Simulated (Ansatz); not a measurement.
Geometry optimisation, RKS PBE-D4/def2-SVP in Ansatz 0.2.0.

input.yaml

```yaml
crystal:
  periodic: [false, false, false]
  atoms:
    - { symbol: C, position_ang: [-0.76542, 1.44687, 0.00212] }
    - { symbol: O, position_ang: [-0.57275, 0.23533, -0.27005] }
    - { symbol: C, position_ang: [0.46506, -0.5033, 0.11919] }
    - { symbol: C, position_ang: [0.58331, -1.79572, -0.22406] }
    - { symbol: S, position_ang: [0.79436, -3.26471, -0.56706] }
    - { symbol: H, position_ang: [-0.08053, 2.03798, 0.60435] }
    - { symbol: H, position_ang: [-1.66692, 1.89283, -0.39748] }
    - { symbol: H, position_ang: [1.24289, -0.04928, 0.73299] }
total_charge: 1
basis:
  gaussian: { orbitals: def2-SVP }
hamiltonian:
  xc: pbe
  dispersion: d4
relax:
  f_tol: 0.015
  max_steps: 40
```

Command:

```bash
$ ansatz run input.yaml --threads 1 --pin off --max-ram 2048MiB --backend cpu --events-out ev --progress --plain --runs-dir out
```

Problem. Where does it end, and by what steps?

Solution. It converged. Limits of this set-up: the dipole of an ion depends on the origin. After 5 steps the energy has fallen by 0.083 eV; S5 moved furthest, 0.09 Å.

| step | energy less start (eV) | largest force component (eV/Å) | accepted |
| --- | --- | --- | --- |
| 0 | 0.0000 | 1.010 | yes |
| 1 | -0.0642 | 0.525 | yes |
| 2 | -0.0807 | 0.194 | yes |
| 3 | -0.0821 | 0.069 | yes |
| 4 | -0.0824 | 0.087 | yes |
| 5 | -0.0831 | 0.014 | yes |

```xyz
8
Properties=species:S:1:pos:R:3
C -0.783 1.456 -0.005
O -0.550 0.226 -0.260
C 0.525 -0.498 0.156
C 0.591 -1.799 -0.221
S 0.716 -3.279 -0.618
H -0.082 2.050 0.611
H -1.714 1.855 -0.439
H 1.298 -0.010 0.776
```

Whether the end is a true minimum wasn't checked by a vibrational analysis.

Time of the run: 16 s on 1 thread of Arm Neoverse V2, on a shared host, peak memory 0.12 GiB.
